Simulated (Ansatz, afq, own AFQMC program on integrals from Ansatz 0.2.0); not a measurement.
# Atomization energy of AlSiH3, singlet

```xyz
5

Si   -1.1719    0.0063    0.0220
Al    1.4166   -0.0076   -0.0266
H    -1.7486    1.3889    0.0076
H    -1.7365   -0.6584    1.2401
H    -1.7815   -0.7021   -1.1488
```

Connectivity, by distances: SiH3–Al.

Atoms in their ground-state spins without spin–orbit coupling (mostly on UHF) minus the molecule (RHF), without zero-point energy. The geometry is a stationary point, not shown to be a minimum.

Basis cc-pVTZ. Only valence electrons are correlated. AFQMC by an in-house program on the Cholesky factors that Ansatz 0.2.0 writes for its CCSD(T) run. The CISD trial takes its coefficients from CCSD amplitudes. Released means that phaseless walkers are propagated on without the constraint, phases kept. Error bars are statistical, one sigma. The errors of all members are added in quadrature.

No full CI on the walks' own integrals is used here; CCSDT(Q) serves as the reference and is uncertain by about the last step of the cluster series. Each member takes its own surest rung, up to full CI.

The best estimate is CCSD(T) at the basis-set limit (CBS: def2-TZVPP and def2-QZVPP, with their diffuse functions for anions and beside diffuse sets, CCSD(T) itself extrapolated) plus the step from CCSD(T) to CCSDT(Q) in cc-pVTZ. Rows without CBS are in cc-pVTZ; B2PLYP and the wave-function rows carry a basis error of their own. Core correlation and relativity beyond core potentials are missing, and ± holds the sampling alone.

Cautions: AlSiH₃ (singlet): restricted determinant unstable towards unrestricted (UHF 36 meV lower, ⟨S²⟩ 0.28); other spins of the molecule weren't checked.

**Question.** Estimate: order these levels by their error in the atomization energy against the best estimate, smallest first.
A. HF
B. B3LYP
C. HF/CBS
D. CCSD(T)

**Answer.** B (5.8 kcal/mol), D (9.1 kcal/mol), C (71.9 kcal/mol), A (74.1 kcal/mol).

Best estimate: 286.1 kcal/mol.

Best estimates are given only where the step beyond CCSD(T) is under 0.3 eV and no member's determinant is very poor (T1 over 0.05, or 0.07 for open shells, ⟨S²⟩ too high by 0.3, two states mixed), so the hardest cases are missing from such tables.

The functionals ran in a triple-zeta set and keep a basis error of their own, a few kJ/mol for each bond in atomization energies and more for double hybrids, so close places among them and the extrapolated levels can swap.

Each member of a difference takes its own highest rung, so a best estimate needn't equal the limit plus the step of one row. A walk keeps the symmetry of its determinant, which the program's search chose and which needn't be the lowest solution, so a lower state of the same spin and another symmetry isn't excluded.
